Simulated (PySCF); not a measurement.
# Multinuclear NMR of C5H8O

Cartesian coordinates in Å; atom numbers follow the order of the lines, from 1:
```xyz
14

C    -2.5015   -0.3117    0.2249
C    -1.2006    0.2572    0.6544
C    -0.0046   -0.1236    0.2072
C     1.2352    0.5120    0.6850
C     2.4960   -0.0302    0.0544
O     1.2482    1.3974    1.5116
H    -3.1172    0.4709   -0.2183
H    -2.3667   -1.1108   -0.4998
H    -3.0430   -0.6972    1.0882
H    -1.2385    1.0514    1.3898
H     0.0965   -0.9113   -0.5263
H     2.4477    0.0995   -1.0251
H     2.5818   -1.0942    0.2666
H     3.3660    0.4900    0.4453
```

Non-relativistic Hamiltonian, no solvent, single conformer, equivalent nuclei averaged. Geometry from GFN2-xTB; GIAO PBE0/pcSseg-1 shieldings; PySCF 2.14.0 with density-fitted response routines.

Question: Predict the 17O NMR data.

Answer: 
| atoms | environment | σ (ppm) | δ (ppm) |
| --- | --- | --- | --- |
| O6 | ketone oxygen | -290.3 | 531.1 |

Shieldings were converted by a linear fit to measured shifts: 17O: δ = 266.70 − 0.911σ (rms 10.7 ppm, 155 shifts, 12.2 ppm with the 3 outliers that the fit left out vs liquid water, solution or neat liquid). Occasional misses reach two or three times the rms, and more in compound classes unlike the fitted ones.

On a 400 MHz spectrometer 17O resonates near 54.2 MHz, so 1 ppm is 54.2 Hz.
